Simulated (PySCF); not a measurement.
**Vertical excitation energies**

3-butynoic acid, C₄H₄O₂.
Bonds: C1–C2 (triple), C2–C3, C3–C4, C4–O5 (double), C4–O6. Hydrogens: H7 on C1; H8, H9 on C3; H10 on O6.

The calculation used PySCF 2.14.0, density-fitted response routines, TDDFT B3LYP/def2-SVPD, vertical, gas phase, core orbitals frozen in the response. Geometry: PBE0-D3(BJ)/def2-SVP, one conformer, isolated molecule. Torsions of this conformer, `[CH:1]#[C:2][CH2:3][C:4](=[O:5])[OH:6]`: C2–C3–C4–O5 -150°, H–O6–C4–C3 178°.

**Question.** Predict the UV-vis stick spectrum at this level.

**Answer.** 

| state | E (eV) | λ (nm) | f | main configurations (H = HOMO, L = LUMO) |
| --- | --- | --- | --- | --- |
| S1 | 5.71 | 217.3 | 0.0016 | H→L (75%), H-2→L (21%) |
| S2 | 6.30 | 196.7 | 0.0032 | H-1→L (78%), H-1→L+2 (14%) |
| S3 | 6.59 | 188.1 | 0.0042 | H→L+2 (36%), H→L+3 (26%), H-1→L+2 (14%) |
| S4 | 6.62 | 187.2 | 0.0017 | H-2→L (35%), H→L+3 (21%), H-1→L+3 (18%) |
| S5 | 6.78 | 182.9 | 0.0010 | H-1→L+2 (53%), H→L+3 (20%) |
| S6 | 6.84 | 181.2 | 0.0074 | H→L+1 (65%), H-1→L+3 (11%) |
| S7 | 6.87 | 180.4 | 0.0010 | H-2→L (36%), H→L+1 (23%), H-1→L+3 (12%) |
| S8 | 7.09 | 174.9 | 0.0074 | H-1→L+1 (94%) |
| S9 | 7.60 | 163.2 | 0.091 | H→L+4 (48%), H-2→L+1 (32%) |
| S10 | 7.77 | 159.6 | 0.023 | H-2→L+1 (51%), H→L+4 (14%), H→L+2 (11%) |

Triplets (Tamm–Dancoff): T1 5.22 eV, H→L (61%), H-2→L (14%); T2 5.37 eV, H-1→L+3 (26%), H→L+2 (23%), H-2→L (16%); T3 5.78 eV, H-1→L+2 (39%), H→L+3 (28%), H-1→L (16%); T4 5.82 eV, H-1→L+3 (46%), H→L+2 (32%).

The lowest singlet comes at 217 nm (551 kJ/mol) in the ultraviolet; it is very weak; its leading configuration is HOMO→LUMO (75%). The strongest level in the table is S9 at 7.60 eV (163 nm, f = 0.091). Löwdin shares by element: HOMO carbon 65% or more, oxygen 21% or more; LUMO carbon 46% or more, oxygen 39%. Orbital energies (eV): HOMO-3 -9.49, HOMO-2 -8.66, HOMO-1 -7.86, HOMO -7.68, LUMO -0.56, LUMO+1 0.00, LUMO+2 0.45. Weighted by f, the mean energy of these states is 7.46 eV. Of the 10 states listed, 2 reach f = 0.01 and none stays under 0.0005. The vertical ionisation energy (ΔSCF) is 9.99 eV, 2.22 eV above S10. The window holds the lowest 10 singlets.
